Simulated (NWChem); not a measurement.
The numbers come from NWChem runs, not from measurements. System: Li$_{2}$, charge 0, spin multiplicity 1, at a geometry optimised with PBE0/def2-SVP. The structure started from a generated list of species. Level: RHF/cc-pVTZ.

The NWChem input:

```
start mol
memory heap 200 mb stack 900 mb global 1100 mb
geometry units angstroms nocenter noautoz
  Li     0.000000     0.000000     1.393559
  Li     0.000000     0.000000    -1.393559
  symmetry group D2h
end
basis spherical
  * library cc-pvtz
end
scf
  rhf
  nopen 0
  maxiter 100
  thresh 1e-7
  semidirect memsize 60000000 filesize 0
end
task scf energy
```

Output (cleaned and shortened):

```
             Northwest Computational Chemistry Package (NWChem) 7.3.0
             --------------------------------------------------------

                                NWChem Input Module
                                -------------------

 Scaling coordinates for geometry "geometry" by  1.889725989
 (inverse scale =  0.529177249)

 Turning off AUTOSYM since
 SYMMETRY directive was detected!

                             Geometry "geometry" -> ""
                             -------------------------

 Output coordinates in angstroms (scale by  1.889725989 to convert to a.u.)

  No.       Tag          Charge          X              Y              Z
 ---- ---------------- ---------- -------------- -------------- --------------
    1 Li                   3.0000     0.00000000     0.00000000     1.39355900
    2 Li                   3.0000     0.00000000     0.00000000    -1.39355900

 Effective nuclear repulsion energy (a.u.)       1.7087885195

            Nuclear Dipole moment (a.u.)
            ----------------------------
        X                 Y               Z
 ---------------- ---------------- ----------------
     0.0000000000     0.0000000000     0.0000000000

      Symmetry information
      --------------------

 Group name             D2h
 Group number             26
 Group order               8
 No. of unique centers     1

      Symmetry unique atoms

     1


 Summary of "ao basis" -> "" (spherical)
 ------------------------------------------------------------------------------
       Tag                 Description            Shells   Functions and Types
 ---------------- ------------------------------  ------  ---------------------
 *                          cc-pvtz                   on all atoms

 Summary of "ao basis" -> "ao basis" (spherical)
 ------------------------------------------------------------------------------
       Tag                 Description            Shells   Functions and Types
 ---------------- ------------------------------  ------  ---------------------
 Li                         cc-pvtz                 10       30   4s3p2d1f

                                 NWChem SCF Module
                                 -----------------

  ao basis        = "ao basis"
  functions       =    60
  atoms           =     2
  closed shells   =     3
  open shells     =     0
  charge          =   0.00
  wavefunction    = RHF
  use symmetry    = T
  symmetry adapt  = T

 Summary of "ao basis" -> "ao basis" (spherical)
 ------------------------------------------------------------------------------
       Tag                 Description            Shells   Functions and Types
 ---------------- ------------------------------  ------  ---------------------
 Li                         cc-pvtz                 10       30   4s3p2d1f

      Symmetry analysis of basis
      --------------------------

        ag         13
        au          3
        b1g         3
        b1u        13
        b2g         7
        b2u         7
        b3g         7
        b3u         7

 Forming initial guess at       0.1s

      Superposition of Atomic Density Guess
      -------------------------------------

 Sum of atomic energies:         -14.86535760

      Non-variational initial energy
      ------------------------------

 Total energy =     -14.802043
 1-e energy   =     -22.809298
 2-e energy   =       6.298466
 HOMO         =      -0.160251
 LUMO         =      -0.022469

      Symmetry analysis of molecular orbitals - initial
      -------------------------------------------------

 !! scf_movecs_sym_adapt:   40 vectors were symmetry contaminated

  Symmetry fudging

 !! scf_movecs_sym_adapt:   36 vectors were symmetry contaminated

  Numbering of irreducible representations:

     1 ag          2 au          3 b1g         4 b1u         5 b2g
     6 b2u         7 b3g         8 b3u

  Orbital symmetries:

     1 ag          2 b1u         3 ag          4 b1u         5 b2u
     6 b3u         7 ag          8 b2g         9 b3g        10 b1u
    11 ag         12 b2u        13 b3u

 Starting SCF solution at       0.3s

 ----------------------------------------------
         Quadratically convergent ROHF

 Convergence threshold     :          1.000E-07
 Maximum no. of iterations :          100
 Final Fock-matrix accuracy:          1.000E-09
 ----------------------------------------------

              iter       energy          gnorm     gmax       time
             ----- ------------------- --------- --------- --------
                 1      -14.8702484312  6.71D-02  2.68D-02      0.4
                 2      -14.8716888915  2.36D-03  1.50D-03      0.4
                 3      -14.8716920834  3.73D-06  2.48D-06      0.4
                 4      -14.8716920834  1.63D-09  1.03D-09      0.4

       Final RHF  results
       ------------------

         Total SCF energy =    -14.871692083412
      One-electron energy =    -22.981036868057
      Two-electron energy =      6.400556265107
 Nuclear repulsion energy =      1.708788519538

        Time for solution =      0.1s

       Symmetry analysis of molecular orbitals - final
       -----------------------------------------------

  Numbering of irreducible representations:

     1 ag          2 au          3 b1g         4 b1u         5 b2g
     6 b2u         7 b3g         8 b3u

  Orbital symmetries:

     1 ag          2 b1u         3 ag          4 b1u         5 b3u
     6 b2u         7 ag          8 b3g         9 b2g        10 b1u
    11 ag         12 b2u        13 b3u

             Final eigenvalues
             -----------------

              1
    1   -2.4554
    2   -2.4551
    3   -0.1794
    4    0.0053
    5    0.0275
    6    0.0275
    7    0.0379
    8    0.0555
    9    0.0555
   10    0.0654
   11    0.1104
   12    0.1176
   13    0.1176

                       ROHF Final Molecular Orbital Analysis
                       -------------------------------------

 Vector    2  Occ=2.000000D+00  E=-2.455149D+00  Symmetry=b1u
              MO Center=  2.1D-35,  3.8D-35, -5.4D-16, r^2= 2.1D+00
   Bfn.  Coefficient  Atom+Function         Bfn.  Coefficient  Atom+Function
  ----- ------------  ---------------      ----- ------------  ---------------
     1      0.704616  1 Li s                 31     -0.704616  2 Li s

 Vector    3  Occ=2.000000D+00  E=-1.794484D-01  Symmetry=ag
              MO Center=  7.8D-34, -6.9D-34,  6.9D-17, r^2= 5.4D+00
   Bfn.  Coefficient  Atom+Function         Bfn.  Coefficient  Atom+Function
  ----- ------------  ---------------      ----- ------------  ---------------
     4      0.295669  1 Li s                 34      0.295669  2 Li s
     3      0.285583  1 Li s                 33      0.285583  2 Li s
     2      0.181590  1 Li s                 32      0.181590  2 Li s

 Vector    4  Occ=0.000000D+00  E= 5.251962D-03  Symmetry=b1u
              MO Center=  2.3D-17, -1.1D-17,  6.9D-15, r^2= 2.0D+01
   Bfn.  Coefficient  Atom+Function         Bfn.  Coefficient  Atom+Function
  ----- ------------  ---------------      ----- ------------  ---------------
    13     -0.744164  1 Li pz                43     -0.744164  2 Li pz
     4      0.692401  1 Li s                 34     -0.692401  2 Li s
    10     -0.178455  1 Li pz                40     -0.178455  2 Li pz
     3     -0.168841  1 Li s                 33      0.168841  2 Li s

 Vector    5  Occ=0.000000D+00  E= 2.750124D-02  Symmetry=b3u
              MO Center= -2.4D-22,  1.3D-39, -4.9D-17, r^2= 1.7D+01
   Bfn.  Coefficient  Atom+Function         Bfn.  Coefficient  Atom+Function
  ----- ------------  ---------------      ----- ------------  ---------------
    11      0.508973  1 Li px                41      0.508973  2 Li px

 Vector    6  Occ=0.000000D+00  E= 2.750124D-02  Symmetry=b2u
              MO Center= -1.0D-37,  1.9D-20,  4.9D-18, r^2= 1.7D+01
   Bfn.  Coefficient  Atom+Function         Bfn.  Coefficient  Atom+Function
  ----- ------------  ---------------      ----- ------------  ---------------
    12      0.508973  1 Li py                42      0.508973  2 Li py

 center of mass
 --------------
 x =   0.00000000 y =   0.00000000 z =   0.00000000

 moments of inertia (a.u.)
 ------------------
          97.312351786978           0.000000000000           0.000000000000
           0.000000000000          97.312351786978           0.000000000000
           0.000000000000           0.000000000000           0.000000000000

  Mulliken analysis of the total density
  --------------------------------------

    Atom       Charge   Shell Charges
 -----------   ------   -------------------------------------------------------
    1 Li   3     3.00   2.00 -0.02  0.43  0.51  0.03  0.05  0.01  0.00  0.00  0.00
    2 Li   3     3.00   2.00 -0.02  0.43  0.51  0.03  0.05  0.01  0.00  0.00  0.00

       Multipole analysis of the density wrt the origin
       ------------------------------------------------

     L   x y z        total         open         nuclear
     -   - - -        -----         ----         -------
     0   0 0 0     -0.000000      0.000000      6.000000

     1   1 0 0     -0.000000      0.000000      0.000000
     1   0 1 0     -0.000000      0.000000      0.000000
     1   0 0 1     -0.000000      0.000000      0.000000

     2   2 0 0    -12.470819      0.000000      0.000000
     2   1 1 0     -0.000000      0.000000      0.000000
     2   1 0 1      0.000000      0.000000      0.000000
     2   0 2 0    -12.470819      0.000000      0.000000
     2   0 1 1      0.000000      0.000000      0.000000
     2   0 0 2     -1.451338      0.000000     41.610185

 Task  times  cpu:        0.4s     wall:        0.4s

 Total times  cpu:        0.5s     wall:        0.5s
```
